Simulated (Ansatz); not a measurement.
# SiH3+ (singlet): the correlation ladder, cc-pVTZ

The task here is to estimate one member of a computed series from the others.

Method: cc-pVTZ, core rule «outside noble gas», up to 5 orbitals frozen; program: Ansatz 0.2.0, Gaussian basis.

The runs, in order: UHF; CCSD(T) on RHF; BCCD(T) on RHF; CCSDT(Q) on RHF.

20 further runs of the same task are left out: 2 for a known fault of the program, 10 that didn't finish, 8 set aside as unsound or not needed.

## The geometry

The geometry is a PBE0/def2-TZVP stationary point (not a proven minimum) of the parent state, kept for this charge and spin.

4 atoms, charge 1, spin multiplicity 1.

Atoms are counted from 1 here; the program's logs count them from 0.

Bond lengths: Si1–H2 1.486 Å, Si1–H3 1.486 Å, Si1–H4 1.486 Å. Angles: H2–Si1–H3 111.3°, H2–Si1–H4 111.3°, H3–Si1–H4 111.3°.

Set-up of the first run:

The input, in.yaml:

```yaml
crystal:
  periodic: [false, false, false]
  atoms:
    - {symbol: Si, position_ang: [0.000090, -0.000062, -0.043737]}
    - {symbol: H, position_ang: [1.415348, 0.014593, 0.409118]}
    - {symbol: H, position_ang: [-0.721058, 1.220018, 0.403029]}
    - {symbol: H, position_ang: [-0.696788, -1.232882, 0.406559]}
basis:
  gaussian: {orbitals: cc-pVTZ}
total_charge: 1
magnetization: {spin_polarized: true, initial_magnetization: 0}
hamiltonian: {xc: hf}
output: {orbitals: {seedname: orbitals}}
```

Run with:

```console
$ ansatz run in.yaml --threads 1 --pin off --events-out ev --progress --plain --max-ram 2393MiB
```

Among the steps run: UHF; CCSD(T) on RHF; BCCD(T) on RHF; CCSDT(Q) on RHF.

One of the session's tables, all rows but one given; the rest of the session is left out.

It belongs to the step «Misses and costs». 

```
   method  from RCCSDT(Q) (kJ/mol)
      RHF                   +351.1
     RMP2                    +74.6
    RCCSD                        ?
 RCCSD(T)                     +1.7
  BCCD(T)                     +1.7
   RCCSDT                     +0.2
RCCSDT(Q)                        0
```

Q: Estimate the row for RCCSD from the others.

As computed: from RCCSDT(Q) (kJ/mol): +8.2. In the column «from RCCSDT(Q) (kJ/mol)» it lies between BCCD(T) (+1.7) and RMP2 (+74.6).
